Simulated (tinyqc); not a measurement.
Worked calculation: extended Hueckel theory, for PH3. One step of it, computed by the program tinyqc.

Question. Mulliken analysis. P = C n C^T; charge = valence electrons (P 5, H 1) minus the sum of (P S)_ii on the atom; overlap population = 2 sum P_ij S_ij between two atoms.

coefficients:
```
              MO1        MO2        MO3        MO4        MO5        MO6        MO7
1P 3s    0.671513  -0.000061   0.000000   0.045786   1.108672   0.000000   0.002860
1P 3px   0.000023   0.573593   0.000000   0.000000  -0.002845   0.000000   1.227127
1P 3py   0.000000   0.000000   0.573640   0.000000   0.000000   1.226645   0.000000
1P 3pz  -0.006290   0.000000   0.000000   0.998425  -0.077047   0.000000  -0.000196
2H 1s    0.237302   0.432975   0.000000  -0.012588  -0.676951   0.000000  -1.045594
3H 1s    0.237159  -0.216610   0.375062  -0.012587  -0.680325  -0.903774   0.520377
4H 1s    0.237159  -0.216610  -0.375062  -0.012587  -0.680325   0.903774   0.520377
```

occupations: 2.000000  2.000000  2.000000  2.000000  0.000000  0.000000  0.000000

overlap S:
```
           1P 3s     1P 3px     1P 3py     1P 3pz      2H 1s      3H 1s      4H 1s
1P 3s   1.000000   0.000000   0.000000   0.000000   0.382778   0.382550   0.382550
1P 3px  0.000000   1.000000   0.000000   0.000000   0.538929  -0.269490  -0.269490
1P 3py  0.000000   0.000000   1.000000   0.000000   0.000000   0.466569  -0.466569
1P 3pz  0.000000   0.000000   0.000000   1.000000  -0.024650  -0.024635  -0.024635
2H 1s   0.382778   0.538929   0.000000  -0.024650   1.000000   0.042427   0.042427
3H 1s   0.382550  -0.269490   0.466569  -0.024635   0.042427   1.000000   0.042423
4H 1s   0.382550  -0.269490  -0.466569  -0.024635   0.042427   0.042423   1.000000
```

Give: charges; Overlap populations.

Answer.

charges: 1P -0.3856, 2H 0.1285, 3H 0.1285, 4H 0.1285

Overlap populations:
```
pair      value
2-1    0.779834
3-1    0.779673
3-2   -0.006339
4-1    0.779673
4-2   -0.006339
4-3   -0.006338
```
